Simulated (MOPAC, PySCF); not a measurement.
Molecule: C₂H₅O₂, net charge 1, singlet state. SMILES: COC=[OH+]
Coordinates optimised at B3LYP-D3(BJ)/def2-TZVP (Ansatz):
```xyz
9

C     -0.9066     0.0336     0.0103
O     -0.6598    -1.2235     0.0191
O      0.0180     0.8737    -0.0083
H     -1.9243     0.4227     0.0187
C      1.4500     0.4641    -0.0213
H      1.9852     1.4050    -0.0363
H      1.6449    -0.1061     0.8827
H      1.6238    -0.1227    -0.9189
H     -1.4553    -1.7869     0.0336
```
Charge +1, spin multiplicity 1.

Unscaled harmonic wavenumbers (cm⁻¹) in rising order, each level at the stationary point that it reaches from this structure (no distance between atoms moves by over 0.3 Å); the order of modes can differ between levels, and a negative number is imaginary. B3LYP-D3(BJ)/def2-TZVP (PySCF, at the structure above): 96, 272, 368, 664, 719, 808, 1052, 1149, 1164, 1221, 1353, 1419, 1459, 1469, 1486, 1708, 3087, 3161, 3188, 3222, 3682.

PM3 (MOPAC): 145, 295, 333, 603, 617, 923, 925, 990, 1026, 1090, 1212, 1286, 1312, 1321, 1494, 1687, 2873, 3058, 3070, 3106, 3789. Zero-point energy 44.5 against 46.8 kcal/mol; where all levels lie over 400 cm⁻¹, the wavenumbers are on average 0.937 times those of B3LYP-D3(BJ)/def2-TZVP.

PM6 (MOPAC): 57, 242, 344, 567, 620, 878, 906, 1043, 1044, 1132, 1180, 1201, 1204, 1268, 1338, 1506, 2435, 2578, 2637, 2646, 2721. Zero-point energy 39.4 against 46.8 kcal/mol; where all levels lie over 400 cm⁻¹, the wavenumbers are on average 0.865 times those of B3LYP-D3(BJ)/def2-TZVP.
